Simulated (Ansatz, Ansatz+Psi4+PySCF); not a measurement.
| atom | x (Å) | y (Å) | z (Å) |
| --- | --- | --- | --- |
| C | 0.0000 | 0.0000 | -0.7123 |
| F | 0.0000 | 0.0000 | 0.7123 |

Basis set: cc-pVTZ (spherical functions). Frozen core: 2 orbitals. Correlation on ROHF uses semicanonical orbitals with singles. Charge 0, multiplicity 2.

Computed with Ansatz (development build ahead of 0.2.0); the reference of a correlated method needn't be the lowest determinant of its kind.

Task: Give the atomization energy at this shape (free ground-state atoms in the same class of orbitals less the molecule, no zero-point energy) of doublet CF by UHF-BCCD(T), ROHF-CCSD(T).

Result:

```tsv
method	atomization energy
UHF-BCCD(T)	119.38 kcal/mol
ROHF-CCSD(T)	119.24 kcal/mol
```

Caution: the reference determinant was not shown to be the lowest; the shape is not the minimum.
